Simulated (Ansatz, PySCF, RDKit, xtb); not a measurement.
# C2H2O: which of the isomers drawn lies lowest?

Which of a sample of isomers of C2H2O is the most stable in the gas at 298.15 K, and what are its properties? The sample is small against all isomers, and the most stable one of this formula need not be in it.

The funnel: GFN2-xTB relaxations, single points with a density functional, relaxations at r2SCAN-D4/def2-SVP, harmonic vibrations, and a last energy at a higher level. All values are calculated.

## Step 1: Drawing up candidates

Isomers were taken from a list of plausible structures; this is a sample, not all of them. That gives 3 candidates.

```
label  SMILES     spin
 c371    C#CO  singlet
 c749  C1=CO1  singlet
 c770   C=C=O  singlet
```

Candidates are built by distance geometry, with a force field where one applies, in up to four conformers (letters a to d).

Q: Predict the outcome of this search (final energies at CCSD(T)/def2-TZVP).

| quantity | value |
| --- | --- |
| lowest structure found | C=C=O, singlet, C2v |
| next finalist | C#CO, singlet, 35.3 kcal/mol higher in G |
| share at equilibrium, among the finalists | 100.0 % |
| harmonic wavenumbers, lowest and highest (r2SCAN-D4/def2-SVP) | 425 and 3294 cm⁻¹ |
| rotational constants, same geometry | 9.288, 0.3404, 0.3284 cm⁻¹ |
| dipole moment (PBE0/def2-TZVPD) | 1.54 D |
| HOMO energy (PBE0/def2-TZVPD) | -7.15 eV |
| LUMO energy (PBE0/def2-TZVPD) | -1.06 eV |
| HOMO–LUMO gap (PBE0/def2-TZVPD) | 6.08 eV |
| lowest excitation (TD-PBE0/def2-SVPD) | 3.86 eV (f = 0.000) |
| strongest of the states computed, same level | 7.66 eV (f = 0.124) |
| lowest triplet excitation, same level, Tamm-Dancoff | 3.47 eV |
| vertical ionisation energy | 9.72 eV |
| vertical electron affinity | -1.09 eV (unbound: the value depends on the basis) |
| vertical triplet less singlet | +3.40 eV |

`C=C=O` comes out lowest. Among the finalists first place is clear (35.3 kcal/mol); structures outside the list aren't covered. r2SCAN-D4/def2-SVP, r2SCAN-D4/def2-SVP, relaxed, HF/def2-TZVP and MP2/def2-TZVP already put its bonding pattern lowest among the structures in one piece. Measured dipole moment: 1.42 D (NIST CCCBDB Release 22 (SRD 101), experimental dipoles); the calculated dipole moment, 1.54 D, differs by +0.12 D. Measured adiabatic value: 9.56 eV (“Study of the Synchrotron Photoionization Oxidation of Alpha-Angelica Lactone (AAL) Initiated by O(3P) at 298, 550, and 700 K”, 2021, pmc:8271512); the calculated vertical ionisation energy, 9.72 eV, differs by +0.16 eV. Unless marked vertical, the measured value is likely adiabatic, which lies below the vertical one, so the like-for-like miss differs. Measured bands beside the harmonic value that lies nearest after scaling by 0.96 (printed unscaled): 1380 cm⁻¹ (4 K; molecule matrix; “Thermal Decomposition of 2-Cyclopentenone”, 2024, pmc:11514027), calculated 1378 cm⁻¹; 2142 cm⁻¹ (4 K; molecule matrix; “Thermal Decomposition of 2-Cyclopentenone”, 2024, pmc:11514027), calculated 2260 cm⁻¹. The calculated values lie -0.2 to +5.5 % away; anharmonicity is left out, and bands are matched by nearness alone, so a match can be wrong and a large miss can look smaller than it is. Measured heats of formation are -48.57 kJ/mol (298.15 K; Active Thermochemical Tables 1.112) for c770a and 92.7 kJ/mol (298.15 K; Active Thermochemical Tables 1.112) for c371a: a difference of +141.3 kJ/mol, against +149.3 calculated. Lowest found is not proven lowest: the search is finite, and each finalist counts with one conformer. Only 3 drawn patterns were tried, so whole families of isomers are missing, and the result ranks this sample alone.
